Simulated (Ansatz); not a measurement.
Geometry optimisation, Ansatz, RKS B3LYP-D4/cc-pVDZ.

input.yaml

```yaml
crystal:
  periodic: [false, false, false]
  atoms:
    - { symbol: Si, position_ang: [-0.072833, 0.154793, 0.176525] }
    - { symbol: "N", position_ang: [-0.035136, 0.085751, 1.974555] }
    - { symbol: H, position_ang: [-0.926183, -0.003109, 2.463318] }
    - { symbol: H, position_ang: [0.534222, 0.788775, 2.442209] }
    - { symbol: H, position_ang: [1.335573, 0.223318, -0.2977] }
    - { symbol: H, position_ang: [-0.811688, 1.347708, -0.362482] }
    - { symbol: H, position_ang: [-0.769075, -1.068349, -0.306276] }
    - { symbol: Cl, position_ang: [1.610767, -2.646756, 0.887831] }
    - { symbol: H, position_ang: [1.091553, -1.852031, 1.83532] }
basis:
  gaussian: { orbitals: cc-pVDZ }
hamiltonian:
  xc: b3lyp
  dispersion: d4
relax:
  f_tol: 0.03
  max_steps: 50
```

Run as:

```bash
$ ansatz run input.yaml --threads 1 --pin off --max-ram 2048MiB --backend cpu --events-out ev --progress --plain --runs-dir out
```

**Question.** Where does it end, and by what steps?

**Answer.** It converged. After 8 steps the energy has fallen by 0.271 eV; Cl8 moved furthest, 0.92 Å.

```json
{"step": "0", "energy less start (eV)": "0.0000", "largest force component (eV/Å)": "0.713", "accepted": "yes"}
{"step": "1", "energy less start (eV)": "-0.0948", "largest force component (eV/Å)": "0.768", "accepted": "yes"}
{"step": "2", "energy less start (eV)": "-0.1818", "largest force component (eV/Å)": "0.372", "accepted": "yes"}
{"step": "3", "energy less start (eV)": "-0.2357", "largest force component (eV/Å)": "0.213", "accepted": "yes"}
{"step": "4", "energy less start (eV)": "-0.2557", "largest force component (eV/Å)": "0.108", "accepted": "yes"}
{"step": "5", "energy less start (eV)": "-0.2607", "largest force component (eV/Å)": "0.084", "accepted": "yes"}
{"step": "6", "energy less start (eV)": "-0.2675", "largest force component (eV/Å)": "0.095", "accepted": "yes"}
{"step": "7", "energy less start (eV)": "-0.2679", "largest force component (eV/Å)": "0.288", "accepted": "yes"}
{"step": "8", "energy less start (eV)": "-0.2707", "largest force component (eV/Å)": "0.020", "accepted": "yes"}
```

```xyz
9
Properties=species:S:1:pos:R:3
Si -0.151 0.286 0.056
N 0.121 -0.164 1.767
H -0.737 -0.335 2.299
H 0.674 0.512 2.299
H 1.196 0.437 -0.563
H -0.917 1.565 -0.099
H -0.922 -0.831 -0.559
Cl 1.692 -2.803 1.795
H 1.001 -1.637 1.818
```

Whether the end is a true minimum wasn't checked by a vibrational analysis.

The run took 25 s on 1 thread of Arm Neoverse V2, on a shared host, peak memory 0.15 GiB.
